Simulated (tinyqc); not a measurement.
Worked calculation (part 2 of 2): UHF in the sto-6g basis, for BH, spin multiplicity 3. Computed by tinyqc, a small Python program that keeps every step (integrals from PySCF). Command: `OMP_NUM_THREADS=1 python tinyqc.py 31881 31882 out.jsonl` (the two numbers bound the seeds that draw the settings). One thread of a shared host (Intel(R) Xeon(R) Processor @ 2.60GHz), about 0.1 s of CPU time with the checks.

Geometry (angstrom):
```
atom       x       y       z
B     0.0000  0.0000  0.0000
H     0.0000  0.0000  1.4310
```

## Populations, bond orders and dipole

D(alpha) after iteration 25, lower triangle:
```
          1B 1s    1B 2s  1B 2px  1B 2py  1B 2pz   2H 1s
1B 1s    1.0650
1B 2s   -0.2424   0.9209
1B 2px   0.0000   0.0000  0.1852
1B 2py   0.0000   0.0000  0.3885  0.8148
1B 2pz   0.0791  -0.3263  0.0000  0.0000  0.4066
2H 1s   -0.0393   0.0587  0.0000  0.0000  0.3318  0.4312
```

D(beta) after iteration 25, lower triangle:
```
          1B 1s   1B 2s  1B 2px  1B 2py  1B 2pz   2H 1s
1B 1s    1.0197
1B 2s   -0.0704  0.2671
1B 2px   0.0000  0.0000  0.0000
1B 2py   0.0000  0.0000  0.0000  0.0000
1B 2pz  -0.0454  0.1440  0.0000  0.0000  0.0777
2H 1s   -0.1020  0.2994  0.0000  0.0000  0.1616  0.3360
```

overlap S, lower triangle:
```
         1B 1s   1B 2s  1B 2px  1B 2py  1B 2pz   2H 1s
1B 1s   1.0000
1B 2s   0.2649  1.0000
1B 2px  0.0000  0.0000  1.0000
1B 2py  0.0000  0.0000  0.0000  1.0000
1B 2pz  0.0000  0.0000  0.0000  0.0000  1.0000
2H 1s   0.0401  0.3601  0.0000  0.0000  0.4003  1.0000
```

Mulliken: Z minus the diagonal of D S on the atom; Loewdin: the same with S^(1/2) D S^(1/2); Mayer order: 2 sum_s sum (D(s) S)_ij (D(s) S)_ji over the two atoms.

Charges (e):
```
atom  Mulliken  Loewdin  Mulliken spin
1B      0.0880   0.0795         1.9208
2H     -0.0880  -0.0795         0.0792
```

Mayer bond orders:
```
pair   order
2-1   0.9860
```

dipole moment about the origin, x y z (debye): 0.0000  0.0000  -0.6701

<S^2> of the determinant (pure state: 2) = 2.0000
